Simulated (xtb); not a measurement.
C₃H₄, SMILES C=C=C. All values are semi-empirical tight-binding results from xtb (GFN2-xTB unless named), good for trends rather than for accurate numbers. Geometry optimised at GFN2-xTB.

The point group as xtb finds it comes out as D2d, the orbital gap is 5.63 eV and the dipole moment comes out as 0.00 D. The zero-point energy comes out as 33.6 kcal/mol and the G − E(el) at 298.15 K (modified RRHO) comes out as 19.3 kcal/mol. The static polarisability (D4 model) is 36.6 bohr³ and the solvation energy, GFN2-xTB/ALPB(water) is -0.6 kcal/mol. The solvation energy, GFN2-xTB/ALPB(dmf) comes out as -3.2 kcal/mol.

Computed IR lines (harmonic; lines under 4 % of the strongest left out, lines within 3 cm⁻¹ merged):
ν (cm⁻¹): 829 (s), 2105 (vs), 3078 (w), 3085 (m) (against the strongest line: vs over 80 %, s over 45 %, m over 15 %, w over 4 %, vw less)
